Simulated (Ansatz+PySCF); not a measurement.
**doublet CH3: levels of theory in one basis**

```
atom    x (Å)    y (Å)   z (Å)
   C   0.0000   0.0000  0.0000
   H   1.0903   0.0000  0.0000
   H  -0.5452   0.9443  0.0000
   H  -0.5452  -0.9443  0.0000
```

Basis set: def2-SVP (spherical functions). Frozen core: 1 orbital. Correlation on ROHF uses semicanonical orbitals with singles. Charge 0, multiplicity 2.

Computed with Ansatz (development build ahead of 0.2.0); each method stands on the lowest determinant of its kind that the runs found. NEVPT2 correlates all electrons. Active spaces start from the frontier orbitals, and the lowest solution found is given.

```tsv
method	E − E(ROHF) (eV)	<S²> of the determinant
ROHF	0.00	0.75
UHF	-0.11	0.76
ROHF-MP2	-3.56	–
UHF-MP2	-3.56	0.76
ROHF-CCSD	-4.16	–
UHF-CCSD	-4.16	0.76
CASSCF(7,7)	-1.61	–
CASSCF(3,3)	-0.45	–
SC-NEVPT2(7,7)	-3.73	–
SC-NEVPT2(3,3)	-3.65	–
```

Question: What does ROHF-CCSD(T) give on the same scale?

Answer: -4.23 eV.

Question: Is a single determinant a sound starting point here?

Answer: By this sign, yes. Unrestricted orbitals gain 0.11 eV and <S²> is 0.76 against 0.75 for a pure state. The CASSCF(7,7) natural occupations are 1.98, 1.98, 1.98, 1.00, 0.02, 0.02, 0.02. The CASSCF(3,3) natural occupations are 1.98, 1.00, 0.02.

Caution for CASSCF(3,3): other starts end on other solutions of this active space.
